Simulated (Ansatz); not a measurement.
Relaxation of ClF₂H (4 atoms, charge 0, multiplicity 1), to a largest force component of 0.02 eV/Å in at most 40 steps.

Theory: Ansatz, UKS PBE0/def2-SVP.

```xyz
4
Properties=species:S:1:pos:R:3:forces:R:3
Cl -0.585 -0.194 -1.804 -0.26 -0.09 -0.08
H 0.599 0.197 -1.530 0.26 0.09 0.09
F 0.658 0.193 1.782 -1.01 -0.30 -0.19
F -0.672 -0.196 1.551 1.02 0.30 0.18
```

Problem. Where does it end, and by what steps?

Solution. The run converged. The force dipped under the threshold on the way, but the program's further checks kept it going. After 13 steps the energy has fallen by 0.067 eV; H2 moved furthest, 0.79 Å.

| step | energy less start (eV) | largest force component (eV/Å) | accepted |
| --- | --- | --- | --- |
| 0 | 0.0000 | 1.019 | yes |
| 1 | -0.0053 | 0.850 | yes |
| 2 | -0.0180 | 0.959 | yes |
| 3 | -0.0109 | 1.072 | no |
| 4 | -0.0366 | 0.425 | yes |
| 5 | -0.0446 | 0.230 | yes |
| 6 | -0.0507 | 0.369 | yes |
| 7 | -0.0337 | 1.102 | no |
| 8 | -0.0557 | 0.401 | yes |
| 9 | -0.0634 | 0.016 | yes |
| 10 | -0.0622 | 0.391 | no |
| 11 | -0.0652 | 0.097 | yes |
| 12 | -0.0653 | 0.270 | yes |
| 13 | -0.0668 | 0.008 | yes |

```xyz
4
Properties=species:S:1:pos:R:3
Cl -0.210 -0.070 -2.167
H 0.118 0.034 -0.928
F 0.645 0.200 1.260
F -0.554 -0.163 1.834
```

Whether the end is a true minimum wasn't checked by a vibrational analysis.

Run time: 25 s on 1 thread of Arm Neoverse V1, on a shared host, peak memory 0.12 GiB.
